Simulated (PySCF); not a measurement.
**Bond curve of NaS**

Set-up: basis Na jorge-DZP-DKH, S jorge-DZP-DKH; spin-free X2C with a Gaussian nucleus; PySCF 2.14. Energies in eV from Na + S in their ground configurations at the same level. State: ²Π (doublet), unpaired electrons π ↑.

```tsv
R (Å)	PBE0	HSE06
2.153	-1.995	-1.998
2.253	-2.269	-2.273
2.353	-2.420	-2.423
2.428	-2.473	-2.477
2.503	-2.487	-2.492
2.578	-2.471	-2.477
2.678	-2.415	-2.422
2.803	-2.307	-2.315
2.954	-2.144	-2.154
3.154	-1.900	-1.912
```

Task: Put a parabola through the three lowest points of the PBE0 curve and estimate Re, k and ωe (reduced mass 13.37 u; 1 eV/Å² = 0.16022 mdyn/Å; ωe = 1302.8·√(k/μ) cm⁻¹).

Result: Through R = 2.428, 2.503, 2.578 Å the second-order coefficient is 2.67 eV/Å², so Re ≈ 2.501 Å, k ≈ 0.854 mdyn/Å and ωe ≈ 329 cm⁻¹. A polynomial fit of higher order to the unrounded PBE0 energies gives Re = 2.498 Å, k = 0.861 mdyn/Å, ωe = 331 cm⁻¹; anharmonicity and rounding make the difference.

The higher-order fit for each curve: PBE0: Re = 2.498 Å, ωe = 331 cm⁻¹, De = 2.49 eV; HSE06: Re = 2.499 Å, ωe = 329 cm⁻¹, De = 2.49 eV.

The state is the lowest determinant that a PBE0 search found; another state may lie lower at other levels.
